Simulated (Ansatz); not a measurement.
Volume per atom of some elemental solids other than molecular ones

Method: r²SCAN in Ansatz (plane waves, PAW). References are measured values corrected to a static lattice or taken at low temperature (these still hold zero-point motion). The table is a random draw of 10 from 14 solids with such references.

Values in Å³/atom.

| solid | reference | r²SCAN | error (%) |
|---|---|---|---|
| body-centred tetragonal In | 25.70† | 26.26 | +2.2 |
| hcp Co | 10.96† | 10.64 | -2.9 |
| hcp Re | 14.62† | 14.70 | +0.5 |
| hcp Tl | 27.99† | 30.14 | +7.7 |
| hcp Y | 32.95† | 33.48 | +1.6 |
| hcp Mg | 22.65† | 22.57 | -0.4 |
| hcp Zn | 14.86† | 14.47 | -2.6 |
| hcp Zr | 23.18† | 23.50 | +1.4 |
| hcp Os | 13.85† | 14.02 | +1.2 |
| hcp Sc | 24.77† | 24.92 | +0.6 |

Over these 10 solids the mean error is +0.9 %, the mean absolute error 2.1 % (median 1.5 %), and the worst case hcp Tl at +7.7 % (its reference is marked and can be at fault); the value is too high in 7 of 10 cases. Over all 14 the mean error is +1.0 % and the mean absolute error 2.0 % (median 1.3 %).

All these references are brought to a static lattice.

Spin–orbit coupling is left out, also for the solids with elements from indium on (body-centred tetragonal In, hcp Re, hcp Tl, hcp Os); its size isn't shown.

† marks references with one source in our tables, § those from which another value on file, of any temperature, differs by over 15 %.

Differences are worked out from the printed values.

Ansatz's density-functional and Hartree–Fock values are scalar-relativistic unless marked +SOC, with PAW data made under PBE.

Ansatz's runs of these crystals have no spin polarisation, but for hcp Co. A magnetic state wasn't tried for hcp Y, hcp Sc with meta-GGA or hybrid levels, which favour moments.

Density-functional runs with spin start from parallel moments for hcp Co.

Not in this set, of the elemental solids other than molecular ones with a reference value in our tables and a result at some level: 2 for a published cell of unstated conditions (α-phase B, β-phase O2); 2 for a cell known from the COD alone (C (R-3m, No. 166, 4 atoms in the cell; start COD 1000065), C (R-3m, No. 166, 8 atoms in the cell; start COD 1541795)); 1 for a reference at room or unstated temperature (hcp Lu). These can be a level's worst cases. Values held back for tests aren't counted. Layered and molecular crystals are counted apart. The metals Ce to Yb are counted apart.

References as tabulated in Lejaeghere et al. (2013), arXiv:1204.2733.

Ansatz is a first-principles code.
